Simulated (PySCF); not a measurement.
## AlP⁺: frontier orbitals

r²SCAN at R = 2.520 Å; PySCF, spin-free X2C with a Gaussian nucleus, basis sets Al jorge-DZP-DKH, P jorge-DZP-DKH. State: ⁴Σ⁻ (quartet), unpaired electrons σ ↑, π ↑↑. Only the outer orbitals are listed, counted within each symmetry.

| spin | orbital | occ. | ε (eV) | on Al (%) | main shells (%) |
| --- | --- | --- | --- | --- | --- |
| α | 7σ | 1 | -21.84 | 6 | 92 P s |
| α | 8σ | 1 | -15.12 | 64 | 64 Al s, 29 P p |
| α | 3π | 1 | -12.59 | 7 | 92 P p |
| α | 3π | 1 | -12.59 | 7 | 92 P p |
| α | 9σ | 1 | -12.19 | 55 | 45 P p, 27 Al p, 27 Al s |
| α | 4π | 0 | -8.32 | 93 | 93 Al p |
| α | 4π | 0 | -8.32 | 93 | 93 Al p |
| α | 10σ | 0 | -5.90 | 84 | 71 Al p, 15 P p |
| β | 7σ | 1 | -18.98 | 16 | 82 P s, 10 Al s |
| β | 8σ | 1 | -13.91 | 69 | 68 Al s, 17 P p, 13 P s |
| β | 9σ | 0 | -10.02 | 52 | 47 P p, 29 Al p, 22 Al s |
| β | 3π | 0 | -9.71 | 30 | 70 P p, 27 Al p |
| β | 3π | 0 | -9.71 | 30 | 70 P p, 27 Al p |

Question: Which are the highest filled and the lowest empty level, where do they sit, and how wide is the gap?

Answer: Highest filled α 9σ at -12.19 eV (in %: 45 P p, 27 Al p, 27 Al s); lowest empty β 9σ at -10.02 eV (in %: 47 P p, 29 Al p, 22 Al s); the gap at r²SCAN is 2.17 eV.

```json
{"bond order (Mayer)": "1.01", "⟨S²⟩": "3.765", "charge on Al (Mulliken, basis-dependent)": "0.75", "charge on Al (Löwdin, basis-dependent)": "0.63", "dipole moment (positive dipole points towards P; it is taken about the centre of mass and depends on that origin)": "-3.46 D"}
```

The state is the lowest determinant that a PBE0 search found; another state may lie lower at other levels.
